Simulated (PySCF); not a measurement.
PySCF input (PBE0/aug-cc-pVDZ):

```python
import numpy as np, basis_set_exchange as bse
from pyscf import gto, scf, dft, df

basis = {'C': gto.basis.parse(bse.get_basis('aug-cc-pVDZ', elements=['C'], fmt='nwchem')), 'F': gto.basis.parse(bse.get_basis('aug-cc-pVDZ', elements=['F'], fmt='nwchem'))}
mol = gto.M(
    atom='''
    C     0.00319266    0.00643257    0.66040383
    C    -0.00319266   -0.00643257   -0.66040383
    F     0.02490825    1.11427502    1.37583632
    F    -0.01150102   -1.08726216    1.39745609
    F     0.01150102    1.08726216   -1.39745609
    F    -0.02490825   -1.11427502   -1.37583632
    ''',
    basis=basis,
    charge=0,
    verbose=4,
    max_memory=8640,
)
mf = dft.RKS(mol, xc='pbe0')
mf.grids.level = 3
mf = mf.density_fit(auxbasis=df.autoaux(mol))
mf.conv_tol = 1e-9
mf.max_cycle = 100
scf.hf.overlap_zero_eigenvalue_threshold = 1e-6
print('smallest overlap eigenvalue', np.linalg.eigvalsh(mol.intor('int1e_ovlp'))[0])
mf.kernel()
dip = mf.dip_moment()
```

Output:

```
PySCF version 2.14.0

[INPUT] verbose = 4
[INPUT] num. atoms = 6
[INPUT] num. electrons = 48
[INPUT] charge = 0
[INPUT] spin (= nelec alpha-beta = 2S) = 0
[INPUT] symmetry False subgroup None
[INPUT] Mole.unit = angstrom
[INPUT] Symbol           X                Y                Z      unit          X                Y                Z       unit  Magmom
[INPUT]  1 C      0.003192660000   0.006432570000   0.660403830000 AA    0.006033253009   0.012155795577   1.247982370314 Bohr   0.0
[INPUT]  2 C     -0.003192660000  -0.006432570000  -0.660403830000 AA   -0.006033253009  -0.012155795577  -1.247982370314 Bohr   0.0
[INPUT]  3 F      0.024908250000   1.114275020000   1.375836320000 AA    0.047069770742   2.105674615244   2.599953837029 Bohr   0.0
[INPUT]  4 F     -0.011501020000  -1.087262160000   1.397456090000 AA   -0.021733777953  -2.054627708003   2.640809281206 Bohr   0.0
[INPUT]  5 F      0.011501020000   1.087262160000  -1.397456090000 AA    0.021733777953   2.054627708003  -2.640809281206 Bohr   0.0
[INPUT]  6 F     -0.024908250000  -1.114275020000  -1.375836320000 AA   -0.047069770742  -2.105674615244  -2.599953837029 Bohr   0.0

nuclear repulsion = 244.307813207258
number of shells = 36
number of NR pGTOs = 210
number of NR cGTOs = 138
basis = {'C': [[0, [6665.0, 0.000692, -0.000146, 0.0], [1000.0, 0.005329, -0.001154, 0.0], [228.0, 0.027077, -0.005725, 0.0], [64.71, 0.101718, -0.023312, 0.0], [21.06, 0.27474, -0.063955, 0.0], [7.495, 0.448564, -0.149981, 0.0], [2.797, 0.285074, -0.127262, 0.0], [0.5215, 0.015204, 0.544529, 0.0], [0.1596, -0.003191, 0.580496, 1.0]], [0, [0.0469, 1.0]], [1, [9.439, 0.038109, 0.0], [2.002, 0.20948, 0.0], [0.5456, 0.508557, 0.0], [0.1517, 0.468842, 1.0]], [1, [0.04041, 1.0]], [2, [0.55, 1.0]], [2, [0.151, 1.0]]], 'F': [[0, [14710.0, 0.000721, -0.000165, 0.0], [2207.0, 0.005553, -0.001308, 0.0], [502.8, 0.028267, -0.006495, 0.0], [142.6, 0.106444, -0.026691, 0.0], [46.47, 0.286814, -0.07369, 0.0], [16.7, 0.448641, -0.170776, 0.0], [6.356, 0.264761, -0.112327, 0.0], [1.316, 0.015333, 0.562814, 0.0], [0.3897, -0.002332, 0.568778, 1.0]], [0, [0.09863, 1.0]], [1, [22.67, 0.044878, 0.0], [4.977, 0.235718, 0.0], [1.347, 0.508521, 0.0], [0.3471, 0.45812, 1.0]], [1, [0.08502, 1.0]], [2, [1.64, 1.0]], [2, [0.464, 1.0]]]}
ecp = {}
ETB for F: l = 0, exps = 0.17004 * 1.8^n , n = 0..15
ETB for F: l = 1, exps = 0.17004 * 1.8^n , n = 0..12
ETB for F: l = 2, exps = 0.17004 * 1.8^n , n = 0..11
ETB for F: l = 3, exps = 0.5490200000000001 * 2.2^n , n = 0..3
ETB for C: l = 0, exps = 0.08082 * 1.8^n , n = 0..15
ETB for C: l = 1, exps = 0.08082 * 1.8^n , n = 0..12
ETB for C: l = 2, exps = 0.08082 * 1.8^n , n = 0..11
ETB for C: l = 3, exps = 0.19141 * 2.2^n , n = 0..3
smallest overlap eigenvalue 5.3399241256183774e-05

******** <class 'pyscf.df.df_jk.DFRKS'> ********
method = DFRKS
initial guess = minao
damping factor = 0
level_shift factor = 0
DIIS = <class 'pyscf.scf.diis.CDIIS'>
diis_start_cycle = 1
diis_space = 8
diis_damp = 0
SCF conv_tol = 1e-09
SCF conv_tol_grad = None
SCF max_cycles = 100
direct_scf = False
XC library pyscf.dft.libxc version 7.1.2
    S. Lehtola, C. Steigemann, M. J. T. Oliveira, and M. A. L. Marques,  SoftwareX 7, 1–5 (2018)
XC functionals = pbe0
    C. Adamo and V. Barone,  J. Chem. Phys. 110, 6158 (1999)
    M. Ernzerhof and G. E. Scuseria,  J. Chem. Phys. 110, 5029 (1999)
radial grids:
    Treutler-Ahlrichs [JCP 102, 346 (1995); DOI:10.1063/1.469408] (M4) radial grids

becke partition: Becke, JCP 88, 2547 (1988); DOI:10.1063/1.454033
pruning grids: <function nwchem_prune>
grids dens level: 3
symmetrized grids: False
atomic radii adjust function: <function treutler_atomic_radii_adjust>
small_rho_cutoff = 0
Set gradient conv threshold to 3.16228e-05
Initial guess from minao.
tot grids = 85288
******** <class 'pyscf.df.df.DF'> ********
auxbasis = {'F': [[0, [np.float64(1147.1987704258274), 1]], [0, [np.float64(637.3326502365708), 1]], [0, [np.float64(354.07369457587265), 1]], [0, [np.float64(196.70760809770704), 1]], [0, [np.float64(109.28200449872611), 1]], [0, [np.float64(60.71222472151451), 1]], [0, [np.float64(33.72901373417473), 1]], [0, [np.float64(18.738340963430403), 1]], [0, [np.float64(10.410189424128001), 1]], [0, [np.float64(5.78343856896), 1]], [0, [np.float64(3.2130214272), 1]], [0, [np.float64(1.785011904), 1]], [0, [np.float64(0.9916732800000001), 1]], [0, [np.float64(0.5509296), 1]], [0, [np.float64(0.306072), 1]], [0, [np.float64(0.17004), 1]], [1, [np.float64(196.70760809770704), 1]], [1, [np.float64(109.28200449872611), 1]], [1, [np.float64(60.71222472151451), 1]], [1, [np.float64(33.72901373417473), 1]], [1, [np.float64(18.738340963430403), 1]], [1, [np.float64(10.410189424128001), 1]], [1, [np.float64(5.78343856896), 1]], [1, [np.float64(3.2130214272), 1]], [1, [np.float64(1.785011904), 1]], [1, [np.float64(0.9916732800000001), 1]], [1, [np.float64(0.5509296), 1]], [1, [np.float64(0.306072), 1]], [1, [np.float64(0.17004), 1]], [2, [np.float64(109.28200449872611), 1]], [2, [np.float64(60.71222472151451), 1]], [2, [np.float64(33.72901373417473), 1]], [2, [np.float64(18.738340963430403), 1]], [2, [np.float64(10.410189424128001), 1]], [2, [np.float64(5.78343856896), 1]], [2, [np.float64(3.2130214272), 1]], [2, [np.float64(1.785011904), 1]], [2, [np.float64(0.9916732800000001), 1]], [2, [np.float64(0.5509296), 1]], [2, [np.float64(0.306072), 1]], [2, [np.float64(0.17004), 1]], [3, [np.float64(5.8459649600000025), 1]], [3, [np.float64(2.6572568000000008), 1]], [3, [np.float64(1.2078440000000001), 1]], [3, [np.float64(0.5490200000000001), 1]]], 'C': [[0, [np.float64(545.2634946237084), 1]], [0, [np.float64(302.924163679838), 1]], [0, [np.float64(168.29120204435443), 1]], [0, [np.float64(93.49511224686358), 1]], [0, [np.float64(51.94172902603531), 1]], [0, [np.float64(28.856516125575176), 1]], [0, [np.float64(16.031397847541765), 1]], [0, [np.float64(8.906332137523203), 1]], [0, [np.float64(4.947962298624001), 1]], [0, [np.float64(2.7488679436800005), 1]], [0, [np.float64(1.5271488576000003), 1]], [0, [np.float64(0.848416032), 1]], [0, [np.float64(0.4713422400000001), 1]], [0, [np.float64(0.2618568), 1]], [0, [np.float64(0.14547600000000002), 1]], [0, [np.float64(0.08082), 1]], [1, [np.float64(93.49511224686358), 1]], [1, [np.float64(51.94172902603531), 1]], [1, [np.float64(28.856516125575176), 1]], [1, [np.float64(16.031397847541765), 1]], [1, [np.float64(8.906332137523203), 1]], [1, [np.float64(4.947962298624001), 1]], [1, [np.float64(2.7488679436800005), 1]], [1, [np.float64(1.5271488576000003), 1]], [1, [np.float64(0.848416032), 1]], [1, [np.float64(0.4713422400000001), 1]], [1, [np.float64(0.2618568), 1]], [1, [np.float64(0.14547600000000002), 1]], [1, [np.float64(0.08082), 1]], [2, [np.float64(51.94172902603531), 1]], [2, [np.float64(28.856516125575176), 1]], [2, [np.float64(16.031397847541765), 1]], [2, [np.float64(8.906332137523203), 1]], [2, [np.float64(4.947962298624001), 1]], [2, [np.float64(2.7488679436800005), 1]], [2, [np.float64(1.5271488576000003), 1]], [2, [np.float64(0.848416032), 1]], [2, [np.float64(0.4713422400000001), 1]], [2, [np.float64(0.2618568), 1]], [2, [np.float64(0.14547600000000002), 1]], [2, [np.float64(0.08082), 1]], [3, [np.float64(2.0381336800000005), 1]], [3, [np.float64(0.9264244000000001), 1]], [3, [np.float64(0.42110200000000003), 1]], [3, [np.float64(0.19141), 1]]]}
init E= -476.175313226424
  HOMO = -0.224456542312368  LUMO = -7.58581404793901e-05  gap/eV = 6.10571
cycle= 1 E= -475.024743899321  delta_E= 1.15  |g|= 0.752  |ddm|= 4.71
  HOMO = -0.320647980891878  LUMO = -0.0496538997247686  gap/eV = 7.37412
cycle= 2 E= -474.90116942079  delta_E= 0.124  |g|= 1.16  |ddm|= 2.64
  HOMO = -0.28645872719969  LUMO = 0.00386648765149022  gap/eV = 7.90015
cycle= 3 E= -475.120407060246  delta_E= -0.219  |g|= 0.06  |ddm|= 1.59
  HOMO = -0.280608643935763  LUMO = 0.00598795826778709  gap/eV = 7.79869
cycle= 4 E= -475.12092543943  delta_E= -0.000518  |g|= 0.0124  |ddm|= 0.0877
  HOMO = -0.283552854206219  LUMO = 0.00533486555520479  gap/eV = 7.86104
cycle= 5 E= -475.120952408823  delta_E= -2.7e-05  |g|= 0.00219  |ddm|= 0.0266
  HOMO = -0.282966050547802  LUMO = 0.00545714326195856  gap/eV = 7.84839
cycle= 6 E= -475.120953551072  delta_E= -1.14e-06  |g|= 0.000211  |ddm|= 0.00621
  HOMO = -0.282997009995772  LUMO = 0.00544958027857945  gap/eV = 7.84903
cycle= 7 E= -475.120953560029  delta_E= -8.96e-09  |g|= 4.18e-05  |ddm|= 0.000344
  HOMO = -0.283000903377191  LUMO = 0.00544867031172025  gap/eV = 7.84911
cycle= 8 E= -475.12095356036  delta_E= -3.31e-10  |g|= 2.8e-06  |ddm|= 8.6e-05
  HOMO = -0.283000900221067  LUMO = 0.00544866027888435  gap/eV = 7.84911
Extra cycle  E= -475.120953560359  delta_E= 1.36e-12  |g|= 2.99e-06  |ddm|= 7.82e-06
converged SCF energy = -475.120953560359
Dipole moment(X, Y, Z, Debye):  0.00000, -0.00000,  0.00000
```
